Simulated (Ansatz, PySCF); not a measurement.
Species: CH5N, charge 0, singlet. CH5N (SMILES NC).
B3LYP-D3(BJ)/def2-TZVP minimum from Ansatz (a first-principles code):
```xyz
7

C      0.0542     0.7048     0.0003
N      0.0439    -0.7575     0.0005
H     -0.9369     1.1793    -0.0070
H     -0.4495    -1.1127     0.8106
H     -0.4377    -1.1131    -0.8166
H      0.5892     1.0603     0.8824
H      0.6020     1.0600    -0.8741
```
Charge 0, spin multiplicity 1.

Total energies in hartree (Ansatz). Radicals and triplets start from unrestricted determinants; spin-orbit coupling is neglected. Correlated methods leave the cores frozen. No relativity. For partners of very few electrons the exact lower level stands in for a higher one.

| species | HF/cc-pVTZ | CCSD(T)/cc-pVTZ | HF/cc-pVQZ | CCSD(T)/cc-pVQZ | CCSD(T)/cc-pVDZ | CCSDT(Q)/cc-pVDZ |
|---|---|---|---|---|---|---|
| 1: CH5N (SMILES CN) | -95.25314 | -95.69657 | -95.26063 | -95.72773 | -95.58581 | -95.58689 |
| 2: C (triplet) | -37.69157 | -37.78076 | -37.69331 | -37.78654 | -37.76038 | -37.76071 |
| 3: N (quartet) | -54.40069 | -54.51471 | -54.40372 | -54.52482 | -54.47850 | -54.47866 |
| 4: H (doublet) | -0.49981 | -0.49981 | -0.49995 | -0.49995 | -0.49928 | -0.49928 |

Work out the enthalpy of formation at 298 K (by atomisation, with ideal-gas terms from PySCF's Hessian at B3LYP-D3(BJ)/def2-TZVP and the atoms' measured values of the G2/97 table; no spin-orbit terms) in kJ/mol: take Hartree-Fock from cc-pVQZ, extrapolate the CCSD(T) correlation energy as X^-3 (X = 3, 4), and add CCSDT(Q) - CCSD(T) in cc-pVDZ. The further terms named in the bracket sum to +0.91965 hartree. 1 hartree = 2625.5 kJ/mol.


Species 1: correlation (64·(-0.46710) - 27·(-0.44343))/37 = -0.48437; step -0.00108; E1 = -95.26063 + (-0.48437) + (-0.00108) = -95.74608
Species 2: correlation (64·(-0.09323) - 27·(-0.08919))/37 = -0.09618; step -0.00033; E2 = -37.69331 + (-0.09618) + (-0.00033) = -37.78982
Species 3: correlation (64·(-0.12110) - 27·(-0.11402))/37 = -0.12627; step -0.00016; E3 = -54.40372 + (-0.12627) + (-0.00016) = -54.53015
Species 4: correlation (64·(0.00000) - 27·(0.00000))/37 = 0.00000; step +0.00000; E4 = -0.49995 + (0.00000) + (+0.00000) = -0.49995
+1·E1 -1·E2 -1·E3 -5·E4 +0.91965 = -0.00671 hartree = -17.6 kJ/mol. Measured: -5.0 kcal/mol, -20.9 kJ/mol (Active Thermochemical Tables 1.112 (ions: stationary electron), as tabulated in the package chemicals); atomic spin-orbit terms, which the calculations lack, would raise the computed values. The composite differs from it by +3.3 kJ/mol; core, relativistic and spin-orbit terms are not in it.
